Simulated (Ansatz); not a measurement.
# BClH2N radical: one species, many methods

The task here is to estimate one member of a computed series from the others.

Method: functionals in def2-TZVPP, the program's frozen cores in correlated methods; program: Ansatz 0.2.0, Gaussian basis.

The runs, in order: LDA (SPW92), PBE-D4, revPBE-D4, BLYP-D4, r2SCAN-D4, B97M-V, PBE0-D4, B3LYP-D4, r2SCANh-D4, r2SCAN0-D4, HSE06-D4, BHLYP-D4, CAM-B3LYP-D4, LC-ωPBE, ωB97X-V, ωB97M-V, B2PLYP, PBE-QIDH; CCSD(T)/def2-SVP; CCSD(T)/def2-TZVPP; MP2/def2-QZVPP; extrapolation to the limit; RPA on PBE.

### The geometry

An earlier PBE0-D4 in a triple-zeta def2 set relaxation fixed the geometry.

5 atoms, charge 0, spin multiplicity 2.

Atoms are counted from 1 here; the program's logs count them from 0.

Bond lengths: N1–B2 1.376 Å, N1–H4 1.005 Å, N1–H5 1.010 Å, B2–Cl3 1.746 Å. Angles: B2–N1–H4 122.3°, B2–N1–H5 123.4°, H4–N1–H5 114.3°, N1–B2–Cl3 124.3°.

Set-up of the first run:

Contents of in.yaml:

```yaml
crystal:
  periodic: [false, false, false]
  atoms:
    - {symbol: N, position_ang: [-0.334040, 0.412115, -0.256741]}
    - {symbol: B, position_ang: [-0.098371, -0.544615, 0.704392]}
    - {symbol: Cl, position_ang: [1.343227, -1.526180, 0.784621]}
    - {symbol: H, position_ang: [-1.176690, 0.959925, -0.273105]}
    - {symbol: H, position_ang: [0.315774, 0.625056, -1.000568]}
basis:
  gaussian: {orbitals: def2-TZVPP}
magnetization: {spin_polarized: true, initial_magnetization: 1}
hamiltonian: {xc: lda}
output: {orbitals: {seedname: orbitals}}
```

Among the steps run: LDA; PBE-D4 (GGA); revPBE-D4 (GGA); BLYP-D4 (GGA); r2SCAN-D4 (meta-GGA); B97M-V (meta-GGA); PBE0-D4 (hybrid); B3LYP-D4 (hybrid); r2SCANh-D4 (hybrid); r2SCAN0-D4 (hybrid); HSE06-D4 (hybrid); BHLYP-D4 (hybrid); CAM-B3LYP-D4 (range-separated); LC-ωPBE-D4 (range-separated; the results give it without D4); ωB97X-V (range-separated); ωB97M-V (range-separated); B2PLYP (double hybrid); PBE-QIDH (double hybrid).

One table of the session follows, with a row left open; its other results are not shown here.

It belongs to the step «Frontier levels by functional». 

| functional | HOMO (eV) | gap (eV) |
| --- | --- | --- |
| LDA (SPW92) | -4.54 | 1.71 |
| PBE-D4 | -4.60 | 2.29 |
| revPBE-D4 | -4.58 | 2.42 |
| BLYP-D4 | -4.41 | 1.98 |
| r2SCAN-D4 | -4.99 | 3.34 |
| B97M-V | -4.63 | 2.09 |
| PBE0-D4 | ? | ? |
| B3LYP-D4 | -5.59 | 3.76 |
| r2SCANh-D4 | -5.46 | 4.09 |
| r2SCAN0-D4 | -6.18 | 5.21 |
| HSE06-D4 | -5.48 | 3.79 |
| BHLYP-D4 | -7.02 | 6.38 |
| CAM-B3LYP-D4 | -7.19 | 6.59 |
| LC-ωPBE | -8.67 | 9.65 |
| ωB97X-V | -8.12 | 8.45 |
| ωB97M-V | -7.73 | 7.86 |

Q: Estimate the row for PBE0-D4 from the others.

**Answer.** HOMO (eV): -5.89; gap (eV): 4.57. In the column «HOMO (eV)» it lies between r2SCAN0-D4 (-6.18) and B3LYP-D4 (-5.59).
